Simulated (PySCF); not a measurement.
Atoms are numbered as in `[CH3:1][C:2]#[N:3]`. Each H is labelled by its parent atom.

Geometry: PBE0-D3(BJ)/def2-SVP; GIAO shifts from PySCF 2.14.0 with density-fitted response routines, gas phase, non-relativistic, averaged over equivalent atoms.

At CAM-B3LYP/pcSseg-2 (150 basis functions, 5.7 s wall time on 1 thread of an Arm Neoverse V1, shared host):
| atoms | δ (ppm) |
| --- | --- |
| C2 | 125.1 |
| C1 | -0.2 |
| N3 | 301.7 |
| H(C1) | 1.77 |

Chemical shifts δ = σref − σ; TMS for ¹³C (σref 182.55), ¹H (σref 31.34); ¹⁵N (σref 261.83) against NH3, all at this level.

Estimate the result of repeating the calculation with PBE/pcSseg-2.

Results:


```tsv
atoms	δ at PBE/pcSseg-2	change
C2	119.3	-5.8
C1	0.2	+0.4
N3	297.0	-4.7
H(C1)	1.74	-0.03
```

Shifts are taken against calculated references (same method and geometry level): ¹³C (179.39 ppm), ¹H (31.18 ppm) vs TMS; ¹⁵N (261.04 ppm) vs NH3.

The largest change is at C2 (nitrile carbon). Cost: 150 basis functions, 5.4 s wall time on 1 thread of an x86-64 server CPU, shared host.

Experimental scales use liquid or dissolved standards, which lie at an offset from isolated NH3 (liquid NH3: subtract about 20 ppm). Unscaled 15N shifts of sp2 nitrogen come out 20 to 40 ppm too high even then.
